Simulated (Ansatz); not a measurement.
Potential energy surface of H2S, singlet: symmetric bend, bond length relaxed. Scanned: H-S-H angle. Other coordinates (S-H bond length) were minimised at PBE0/def2-TZVP.

RKS-PBE/cc-pVDZ = restricted PBE/cc-pVDZ in Ansatz (a first-principles code); FCI/cc-pVDZ = full CI/cc-pVDZ, frozen core (Ansatz).

Energies relative to the lowest point of each profile, in kJ/mol; the last columns give the error against full CI:

```
a / °   RKS-PBE/cc-pVDZ  FCI/cc-pVDZ  RKS-PBE/cc-pVDZ − FCI/cc-pVDZ
------  ---------------  -----------  -----------------------------
180               275.9        300.7                          -24.8
171.59            267.1        290.0                          -22.9
162.06            237.9        255.6                          -17.8
151.24            188.9        200.6                          -11.7
140.11            133.7        140.7                           -6.9
132.24             97.2        101.4                           -4.3
119.83             48.7         49.9                           -1.2
110.82             23.0         22.8                            0.2
99.34               3.7          2.9                            0.8
89.64               0.0          0.0                            0.0
81.23               6.7          8.2                           -1.5
71.71              25.7         29.5                           -3.7
60                 65.5         72.8                           -7.3
```

RKS-PBE/cc-pVDZ is furthest from FCI/cc-pVDZ at 180 (-24.8 kJ/mol, below); its mean absolute error over the points is 7.9 kJ/mol.
